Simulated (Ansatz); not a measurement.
Density of states of PW (Pnma, a = 5.740 Å, b = 3.265 Å, c = 6.207 Å, α = 90.00°, β = 90.00°, γ = 90.00°), in states per eV and primitive cell, averaged over bins of 0.5 eV. Theory: DFT r2SCAN, scalar-relativistic, plane waves, PAW (Ansatz).

Settings: cutoff 500 eV, Γ-centred mesh 6×12×6 on the computed 8-atom cell, Gaussian smearing of 0.10 eV; no spin polarisation.

The cell is relaxed at this level. The states (both spins) are summed by tetrahedra on a 9×18×9 mesh at the self-consistent density. Energies are bin centres; the table starts no lower than −8 eV and ends at 6 eV, or lower where the solved bands end.

It is a metal at this level.

| E − E_F (eV) | total | W 5d | P 3p | P 3s | W 6s |
| --- | --- | --- | --- | --- | --- |
| -7.80 | 3.44 | 0.94 | 1.89 | 0.10 | 0.41 |
| -7.30 | 4.72 | 1.44 | 2.62 | 0.14 | 0.41 |
| -6.80 | 3.57 | 1.21 | 1.92 | 0.14 | 0.23 |
| -6.30 | 2.56 | 0.95 | 1.34 | 0.09 | 0.14 |
| -5.80 | 3.99 | 1.55 | 2.09 | 0.09 | 0.18 |
| -5.30 | 4.80 | 2.04 | 2.37 | 0.12 | 0.17 |
| -4.80 | 6.33 | 2.99 | 2.94 | 0.10 | 0.17 |
| -4.30 | 6.62 | 3.30 | 2.85 | 0.15 | 0.14 |
| -3.80 | 6.80 | 3.44 | 2.88 | 0.13 | 0.11 |
| -3.30 | 4.78 | 2.72 | 1.77 | 0.06 | 0.05 |
| -2.80 | 4.73 | 3.52 | 0.91 | 0.07 | 0.05 |
| -2.30 | 4.54 | 3.53 | 0.72 | 0.06 | 0.05 |
| -1.80 | 4.14 | 3.28 | 0.57 | 0.05 | 0.06 |
| -1.30 | 2.47 | 1.91 | 0.37 | 0.04 | 0.03 |
| -0.80 | 2.94 | 2.36 | 0.37 | 0.03 | 0.04 |
| -0.30 | 3.62 | 2.90 | 0.35 | 0.06 | 0.08 |
| 0.20 | 3.55 | 2.76 | 0.41 | 0.10 | 0.05 |
| 0.70 | 5.29 | 4.14 | 0.59 | 0.15 | 0.07 |
| 1.20 | 3.70 | 2.94 | 0.43 | 0.10 | 0.03 |
| 1.70 | 3.75 | 2.89 | 0.43 | 0.19 | 0.05 |
| 2.20 | 6.58 | 4.64 | 0.92 | 0.53 | 0.21 |
| 2.70 | 4.28 | 2.52 | 0.87 | 0.45 | 0.18 |
| 3.20 | 4.79 | 2.39 | 1.30 | 0.44 | 0.24 |
| 3.70 | 5.65 | 2.84 | 1.50 | 0.42 | 0.35 |
| 4.20 | 4.08 | 1.93 | 1.03 | 0.31 | 0.37 |
| 4.70 | 4.06 | 1.63 | 1.26 | 0.25 | 0.35 |
| 5.20 | 4.91 | 1.82 | 1.59 | 0.26 | 0.47 |
| 5.70 | 4.76 | 1.50 | 1.53 | 0.22 | 0.58 |

The columns after the total are the main Löwdin projections on the occupied valence shells of the potentials; 2 others are left out. The rest of the total lies in those, in shells that are empty in the free atom, which aren't projected, and between the atoms.

Spin-orbit coupling is left out, which matters for the bands of heavy elements.

Cost: 1 run of about 12 core-minutes, on Intel Xeon Processor @ 2.50GHz (Skylake/Cascade Lake) (shared hosts).